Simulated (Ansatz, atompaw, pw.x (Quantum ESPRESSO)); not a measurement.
## pw.x on fcc Al: one setting changed

Potential: PAW, atompaw 4.2.0.5, PBE; core [Ne], reference 3s2 3p1; waves: 3s (bound): rc 1.68 bohr; 3s channel at 0.2 Ry: rc 1.68 bohr; 3p (bound): rc 1.64 bohr; 3p channel at 1.75 Ry: rc 1.64 bohr; 3d channel at 0.25 Ry: rc 1.68 bohr; 3d channel at 1.7 Ry: rc 1.68 bohr; local part: bessel scheme, radius 1.46 bohr; core correction: smooth core density matched at 1.54 bohr; augmentation: sinc compensation charge, radius 1.38 bohr; PAW radius 1.68 bohr; waves and projectors: custom polynom gramschmidtortho.

The reference run (k-mesh 14³, cutoffs 40/400 Ry, Fermi–Dirac 0.01 Ry, mixing_beta 0.4, conv_thr 1e-9, no spin) gives -0.30 GPa at 16.527 Å³/atom, where all-electron LAPW gives -0.17 GPa. This run, with its own iteration cap, changes degauss to 0.02.

```
&control
  calculation='scf', prefix='x', pseudo_dir='./', outdir='./tmp', tstress=.true., disk_io='none'
/
&system
  ibrav=0, nat=1, ntyp=1, ecutwfc=40, ecutrho=400, nbnd=8,
  occupations='smearing', smearing='fd', degauss=0.02
/
&electrons
  conv_thr=1e-09, mixing_beta=0.4, electron_maxstep=60
/
ATOMIC_SPECIES
Al 1.0 Al.UPF
CELL_PARAMETERS angstrom
  0.00000000 2.02172157 2.02172157
  2.02172157 0.00000000 2.02172157
  2.02172157 2.02172157 0.00000000
ATOMIC_POSITIONS crystal
Al 0.0000 0.0000 0.0000
K_POINTS automatic
14 14 14 0 0 0
```

```bash
pw.x < Al.scf.in > Al.scf.out
```

**Question.** How does the run end?

**Answer.** It converges in 6 iterations; the free energy moves by -40.0 meV/atom and the pressure by +0.35 GPa. In a metal, with Fermi–Dirac smearing, F lies below its zero-width value by a term in the square of the width.

```
Message from routine setup:
     using ibrav=0 with symmetry is DISCOURAGED, use correct ibrav instead
     lattice parameter (alat)  =       5.4030  a.u.
     unit-cell volume          =     111.5297 (a.u.)^3
     number of electrons       =         3.00
     number of Kohn-Sham states=            8
     kinetic-energy cutoff     =      40.0000  Ry
     charge density cutoff     =     400.0000  Ry
     scf convergence threshold =      1.0E-09
     Exchange-correlation= SLA PW PBX PBC
     number of k points=   104  Fermi-Dirac smearing, width (Ry)=  0.0200
     iteration #  1     ecut=    40.00 Ry     beta= 0.40
     total energy              =     -39.50786500 Ry
     estimated scf accuracy    <       0.00599007 Ry
     iteration #  2     ecut=    40.00 Ry     beta= 0.40
     total energy              =     -39.50622725 Ry
     estimated scf accuracy    <       0.00191545 Ry
     iteration #  3     ecut=    40.00 Ry     beta= 0.40
     total energy              =     -39.50634926 Ry
     estimated scf accuracy    <       0.00000508 Ry
     iteration #  4     ecut=    40.00 Ry     beta= 0.40
     total energy              =     -39.50636434 Ry
     estimated scf accuracy    <       0.00000071 Ry
     iteration #  5     ecut=    40.00 Ry     beta= 0.40
     total energy              =     -39.50636446 Ry
     estimated scf accuracy    <       0.00000002 Ry
     iteration #  6     ecut=    40.00 Ry     beta= 0.40
     the Fermi energy is     7.8948 ev
!    total energy              =     -39.50636447 Ry
     estimated scf accuracy    <          6.1E-10 Ry
     smearing contrib. (-TS)   =      -0.00755426 Ry
     The total energy is F=E-TS. E is the sum of the following terms:
     one-electron contribution =       3.16027615 Ry
     hartree contribution      =       0.00604827 Ry
     xc contribution           =      -2.55072542 Ry
     ewald contribution        =      -5.40030859 Ry
     one-center paw contrib.   =     -34.71410062 Ry
     convergence has been achieved in   6 iterations
          total   stress  (Ry/bohr**3)                   (kbar)     P=        0.51
     Message from routine punch:
     Nothing written, as per user request (disk_io='none')
```

The run took about 8.7 s on one core of a shared host (AMD EPYC 7R43 64-Core Processor, 256 threads, 1004 GiB, load 78).
